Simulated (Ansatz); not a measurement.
## Ligand exchange: SiH2(NH2)(SiH3) + MgH(OH) → SiH2(OH)(SiH3) + MgH(NH2)

Gas-phase species: SiH2(NH2)(SiH3), singlet; MgH(OH), singlet; SiH2(OH)(SiH3) (disilanol), singlet; MgH(NH2), singlet. The partners trade NH2 for OH: Si–NH2 and Mg–OH bonds give way to Si–OH and Mg–NH2.

Shapes, held fixed at every level: PBE0-D4/def2-TZVP. Flexible molecules stand in one conformer, not always the lowest. Programs: Ansatz 0.2.0. Electronic energies: no zero-point or thermal term.

**Question.** Estimate ΔE of this reaction.

**Answer.** The highest level, CCSD(T)/def2-TZVPP, gives ΔE = +23.5 kJ/mol; the levels span +23.5 to +40.8. The column of differences is taken from that level and isn't an error. No measured value is set beside it here. Outer-core shells of Mg are correlated, in sets that cover them unevenly. Sets without diffuse functions underbind ionic bonds of s-block metals.

```
              level                   kind  ΔE (kJ/mol)  less CCSD(T)/def2-TZVPP
      HF/def2-TZVPP           Hartree–Fock        +25.3                     +1.8
   SPW92/def2-TZVPP                    LDA        +25.8                     +2.3
B3LYP-D4/def2-TZVPP          global hybrid        +26.4                     +2.9
BHLYP-D4/def2-TZVPP          global hybrid        +27.8                     +4.3
       MP2/def2-SVP    perturbation theory        +40.8                    +17.3
     MP2/def2-TZVPP    perturbation theory        +26.3                     +2.8
    CCSD/def2-TZVPP  coupled cluster or CI        +24.4                     +0.9
 CCSD(T)/def2-TZVPP  coupled cluster or CI        +23.5                      0.0
```
